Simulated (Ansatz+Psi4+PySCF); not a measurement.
## singlet H₂: levels of theory in one basis

```json
{"atom": "H", "x (Å)": "0.0000", "y (Å)": "0.0000", "z (Å)": "0.4451"}
{"atom": "H", "x (Å)": "0.0000", "y (Å)": "0.0000", "z (Å)": "-0.4451"}
```

Basis set: cc-pVTZ (spherical functions). All electrons are correlated. Charge 0, multiplicity 1.

Computed with Ansatz (development build ahead of 0.2.0) and Psi4 1.11; each method stands on the lowest determinant of its kind that the runs found.

| method | E − E(RHF) (eV) | <S²> of the determinant |
| --- | --- | --- |
| RHF | 0.00 | 0.00 |
| RHF-MP2 | -0.88 | – |
| RHF-CCSD | -1.13 | – |
| RHF-CCSD(T) | -1.13 | – |

Caution: stretched shape with no unrestricted run beside it, a lower state can exist.
